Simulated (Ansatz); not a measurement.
Input file:

```yaml
crystal:
  periodic: [false, false, false]
  atoms:
    - {symbol: N, position_ang: [0.033244, 0.058442, -0.093365]}
    - {symbol: H, position_ang: [0.971431, 0.071466, 0.287047]}
    - {symbol: H, position_ang: [-0.449702, 0.866723, 0.278819]}
    - {symbol: H, position_ang: [-0.983700, -1.750313, 0.731571]}
basis:
  gaussian: {orbitals: 6-31G}
magnetization: {spin_polarized: false}
correlation: {method: ccsdtq, electrons: outside_noble_gas}
```

```sh
$ ansatz run in.yaml --threads 1 --pin off --events-out ev --progress --plain --max-ram 2393MiB
```

The program prints:

```
343 factors; integrals over basis functions are off by at most 2.3e-8 eV
mean field evaluation 1: about -1517.4780 eV, gradient 3.5e1 eV
mean field evaluation 2: about -1517.4769 eV, gradient 3.5e1 eV
mean field evaluation 4: about -1521.8612 eV, gradient 4.3e0 eV
mean field evaluation 8: about -1521.9448 eV, gradient 6.7e-4 eV
mean field evaluation 16: about -1521.9454 eV, gradient 1.5e-1 eV
mean field -1521.94476819 eV, -55.9304386196 hartree, gradient 4.5e-6 eV, S^2 0.000000; 0 other end points of the search recorded, 0 dependent functions left out; unrestricted orbitals would lower it
mean field evaluation 32: about -1524.6062 eV, gradient 2.3e0 eV
unrestricted determinant -1524.70936527 eV, -56.0320356887 hartree, S^2 0.9464
1 core orbitals not correlated: weight in the atoms' cores, before any rotation towards them, 1.000 or more for the frozen orbitals, at most 0.000 for the correlated occupied ones
reference -1521.94476819 eV, -55.9304386196 hartree; 4, 4 occupied and 10, 10 virtual orbitals, 343 factors
second order -4.38535464 eV of doubles, -0.00000000 eV of singles
cycle   1  -4.45580674 eV  change   -7.1e-1 eV  update   1.2e-1
cycle   2  -4.97062570 eV  change   -5.1e-1 eV  update   8.5e-2
cycle   3  -5.23596800 eV  change   -2.7e-1 eV  update   6.0e-2
cycle   4  -5.83996003 eV  change   -6.0e-1 eV  update   4.4e-2
cycle   5  -5.79815021 eV  change    4.2e-2 eV  update   1.2e-2
cycle   6  -5.78281608 eV  change    1.5e-2 eV  update   1.1e-2
cycle   7  -5.89931327 eV  change   -1.2e-1 eV  update   7.5e-3
cycle   8  -5.82716723 eV  change    7.2e-2 eV  update   5.7e-3
cycle   9  -5.83643289 eV  change   -9.3e-3 eV  update   2.0e-3
cycle  10  -5.83728574 eV  change   -8.5e-4 eV  update   8.3e-4
cycle  11  -5.84104930 eV  change   -3.8e-3 eV  update   3.3e-4
cycle  12  -5.83973316 eV  change    1.3e-3 eV  update   1.5e-4
cycle  13  -5.83966286 eV  change    7.0e-5 eV  update   3.9e-5
cycle  14  -5.83970809 eV  change   -4.5e-5 eV  update   1.8e-5
cycle  15  -5.83969974 eV  change    8.4e-6 eV  update   7.4e-6
cycle  16  -5.83969523 eV  change    4.5e-6 eV  update   3.1e-6
cycle  17  -5.83969305 eV  change    2.2e-6 eV  update   1.2e-6
cycle  18  -5.83969378 eV  change   -7.3e-7 eV  update   4.5e-7
cycle  19  -5.83969381 eV  change   -3.3e-8 eV  update   2.3e-7
WARN: these amplitudes may be one of several solutions (largest doubles amplitude 0.55, level shift 3.76 eV)
Total energy: -1527.78446199 eV, -56.1450434088 hartree
```

For the same geometry and basis full CI lies 2.2 meV lower.

Ran on 1 thread of Arm Neoverse V2, shared host: 3.6 s wall, 0.16 GiB peak host memory.
